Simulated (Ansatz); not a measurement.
A computed series for Si: pressure series

Base system: Si in the diamond structure (space group Fd-3m, No. 227; a = 5.470 Å).

Cell and atoms are relaxed at each pressure.

Computed with plane-wave PAW DFT at the PBE level (Ansatz, a program for electronic structure, 420 eV), scalar-relativistic without spin-orbit coupling.

```csv
pressure (GPa),volume per atom (Å³/atom)
-2,20.950
-1,20.697
0,20.462
0.3,20.393
0.7,20.303
1.5,20.130
3,?
5,19.452
10,18.652
```

Fit the third-order Birch–Murnaghan form P(V) = (3B₀/2)[(V₀/V)^(7/3) − (V₀/V)^(5/3)]·[1 + (3/4)(B₀′ − 4)((V₀/V)^(2/3) − 1)] (squares taken in P) to the rows shown and predict the withheld row.

Least squares on the printed values gives V₀ = 20.461 Å³/atom, B₀ = 89.0 GPa, B₀′ = 4.2; this predicts 19.825 Å³/atom, and the run gives 19.824 Å³/atom, in agreement.

Measured bulk modulus of Si: 100.8 GPa (static lattice; corrected from measurement; as listed in Jianwei Sun et al., Physical Review B (2011)); the computed value is 12 % below it.

Load acts through the strain it causes; cell and atoms are relaxed under it. No phonon test of stability was made. Tetrahedral semiconductors of this kind turn to denser phases somewhere between about 1 and 50 GPa; those were not computed, so compressed cells here can lie past the real transition.
